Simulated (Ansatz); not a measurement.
**CH₃NSi (SMILES NC#[SiH]): one structure at several levels**

An exercise on one series of results from a longer session: the logs are not shown, and one member is left open.

Program: Ansatz 0.2.0, Gaussian basis. Level of theory: single points in def2-TZVPP. These are calculated values, not measurements.

Correlated methods freeze the cores. B3LYP uses VWN-RPA correlation.

## The starting structure

SMILES `NC#[SiH]`, 6 atoms, charge 0, spin multiplicity 1.

Atoms are counted from 1 here; the program's logs count them from 0.

Bond lengths: N1–C2 1.423 Å, N1–H4 1.063 Å, N1–H5 1.007 Å, C2–Si3 1.698 Å, Si3–H6 1.298 Å. Angles: C2–N1–H4 120.1°, C2–N1–H5 123.2°, H4–N1–H5 113.6°, N1–C2–Si3 143.3°, C2–Si3–H6 120.4°.

Coordinates:

```mol
CH3NSi
  3D, bonds by distance, orders not assigned

  6  5  0  0  0  0  0  0  0  0999 V2000
   -0.5007    0.2357   -1.0931 N   0  0
   -0.0930   -0.1970    0.1994 C   0  0
    0.9655    0.1499    1.4807 Si  0  0
   -1.4762    0.6306   -1.2403 H   0  0
   -0.0599   -0.0758   -1.9433 H   0  0
    1.1647   -0.7217    2.4219 H   0  0
  1  2  8  0
  1  4  8  0
  1  5  8  0
  2  3  8  0
  3  6  8  0
M  END
```

The first run:

Contents of run/in.yaml:

```yaml
crystal:
  periodic: [false, false, false]
  atoms:
    - {symbol: N, position_ang: [-0.500700, 0.235700, -1.093100]}
    - {symbol: C, position_ang: [-0.093000, -0.197000, 0.199400]}
    - {symbol: Si, position_ang: [0.965500, 0.149900, 1.480700]}
    - {symbol: H, position_ang: [-1.476200, 0.630600, -1.240300]}
    - {symbol: H, position_ang: [-0.059900, -0.075800, -1.943300]}
    - {symbol: H, position_ang: [1.164700, -0.721700, 2.421900]}
basis:
  gaussian: {orbitals: def2-TZVPP}
correlation: {method: ccsd_t}
output: {forces: true}
```

The command line of these runs was not kept.

Among the steps run: CCSD(T)/def2-TZVPP; PBE0-D4/def2-TZVPP; wB97M-V/def2-TZVPP; r2SCAN-D4/def2-TZVPP; PBE-D4/def2-TZVPP; BHLYP-D4/def2-TZVPP; B3LYP-D4/def2-TZVPP.

One table of the session follows, with a row left open; its other results are not shown here.

| method | RMS force component (eV/Å) | angle to CCSD(T) forces (°) | dipole (D) |
| --- | --- | --- | --- |
| CCSD(T) | 2.168 | reference | 2.12 |
| PBE0-D4 | 2.354 | 6.1 | 2.26 |
| wB97M-V | ? | ? | ? |
| r2SCAN-D4 | 2.279 | 4.8 | 2.35 |
| PBE-D4 | 2.270 | 6.0 | 2.38 |
| BHLYP-D4 | 2.375 | 7.9 | 2.14 |
| B3LYP-D4 | 2.265 | 5.1 | 2.23 |

Estimate the missing values for wB97M-V.

The run gave: RMS force component (eV/Å): 2.299; angle to CCSD(T) forces (°): 5.7; dipole (D): 2.19. In the column «RMS force component (eV/Å)» it lies between r2SCAN-D4 (2.279) and PBE0-D4 (2.354).
